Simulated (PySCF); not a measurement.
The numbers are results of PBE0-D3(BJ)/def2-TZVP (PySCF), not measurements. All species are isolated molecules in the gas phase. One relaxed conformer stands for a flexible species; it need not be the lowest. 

Reference species (SMILES): `[NH2+]` (lower triplet) (charge +1, multiplicity 3).

The highest occupied spin orbital comes out as -20.95 eV.

Changed species: `[NH+]B` (excited triplet) (X = boryl, multiplicity 3; the reference has X = H, multiplicity 3).

Q: Predict the effect on the highest occupied spin orbital.

A: the highest occupied spin orbital increases by 4.32 eV, to -16.63 eV.
